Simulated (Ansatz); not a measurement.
**BH6P: where a starting geometry ends**

The starting geometry of this gas-phase triplet was optimised with GFN2-xTB as a singlet.

```xyz
8

B     0.2391    0.6168    1.2440
P    -0.3379    0.1465   -1.6895
H    -0.6831    1.3085    1.4485
H     0.1463   -0.5299    1.4634
H     0.0395    0.5682   -0.3962
H     1.3057    1.0969    1.1798
H     0.2679   -1.0954   -1.5271
H    -1.5628   -0.3316   -1.2386
```

Problem. Predict what becomes of its bonds when it is optimised with B3LYP-D4/def2-TZVP.

Solution. It loosens into BH4 + H2P, which stay close as a complex. Distances that change by over a tenth: B1–H5 (1.65 → 1.29 Å). Contacts that open: P2–H5 (1.41 → 2.67 Å).

The energy falls by 2.07 eV over 47 steps:

```
step  E − E(last) (eV)
   1             2.072
   6             0.315
  11             0.022
  16             0.017
  21             0.014
  27             0.007
  32             0.002
  37             0.000
  42             0.000
  47             0.000
```

Final geometry (Å):

```xyz
8

B     0.2267    1.0363    1.3814
P    -0.4037   -0.9015   -1.5716
H    -0.8719    1.2119    1.7849
H     0.7883   -0.0090    1.8608
H     0.3911   -0.1299    0.8592
H     0.9922    1.8395    0.9697
H    -0.7038   -1.5756   -2.7902
H    -1.0042    0.3081   -2.0100
```

The end wasn't checked by frequencies. Open shells are spin-unrestricted. The triplet needn't be the ground state. Run with Ansatz 0.2.0, 100 s on 2 threads of Arm Neoverse V1, on a shared host.
